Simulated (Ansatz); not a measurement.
**Property card for CaZn3**

Method: Ansatz 0.2.0, DFT r2SCAN, scalar-relativistic, plane waves, PAW.

Cutoff 500 eV; k points 12×12×12 on the computed 4-atom cell (Γ-centred); Gaussian smearing, width 0.10 eV; no spin polarisation.

The structure is relaxed at this level of theory with its symmetry kept. Whether it is the stable form of this composition wasn't checked.

Symmetry: Fm-3m, No. 225, cubic system. The conventional cell has a = 6.608 Å, b = 6.608 Å, c = 6.608 Å, α = 90.00°, β = 90.00°, γ = 90.00°. Around Ca (site symmetry m-3m) lie 8 Zn at 2.86 Å. Zn (site symmetry m-3m) is surrounded by 8 Zn at 2.86 Å. Around Zn (site symmetry -43m) lie 4 Ca at 2.86 Å and 4 Zn at 2.86 Å.

| Property | Result |
| --- | --- |
| Volume per atom | 18.03 Å³ |
| Formation energy from the elements' standard states (uncorrected) | -0.142 eV/atom |
| Generalised Kohn–Sham band gap | none (metal) |
| Density of states at the Fermi level | 1.25 states/eV per cell |
| Bulk modulus | 55 GPa |
| Its pressure derivative | 4.6 |
| Bader charges (e) | Ca (1 in the cell) 1.26, Zn (1 in the cell) -0.35, Zn (2 in the cell) -0.45 |

Cost: 6 runs of about 4.5 core-minutes in all, on Arm Neoverse V2 (shared hosts).